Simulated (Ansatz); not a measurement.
Mulliken charges of CH4OS2, SMILES `OC(S)S` from ωB97M-V/def2-TZVPP in Ansatz (PBE0-D4/def2-TZVP geometry).

| atom | x (Å) | y (Å) | z (Å) | charge (e) |
| --- | --- | --- | --- | --- |
| O1 | -0.507 | 1.274 | -0.839 | -0.272 |
| C2 | 0.177 | 0.515 | 0.095 | 0.003 |
| S3 | 1.257 | -0.656 | -0.806 | -0.144 |
| S4 | -0.863 | -0.301 | 1.342 | -0.142 |
| H5 | -1.109 | 0.698 | -1.324 | 0.179 |
| H6 | 0.792 | 1.215 | 0.661 | 0.152 |
| H7 | 1.537 | -1.449 | 0.239 | 0.116 |
| H8 | -1.191 | -1.354 | 0.575 | 0.109 |

Problem. By hand: the dipole of these point charges (1 e Å = 4.8032 D).

Solution. Σ q r = (0.050, -0.214, 0.108) e Å, of length 0.245 e Å = 1.18 D.

Problem. How does the dipole of the full density compare? (Estimate.)

Solution. Ansatz gave: (-0.072, -0.255, 0.013) e Å, 1.27 D; the point charges give 0.93 times that, at 36° from its direction.

Point charges leave out the atoms' own dipoles, such as those of lone pairs, and Mulliken's split depends on the basis, so the two needn't agree.
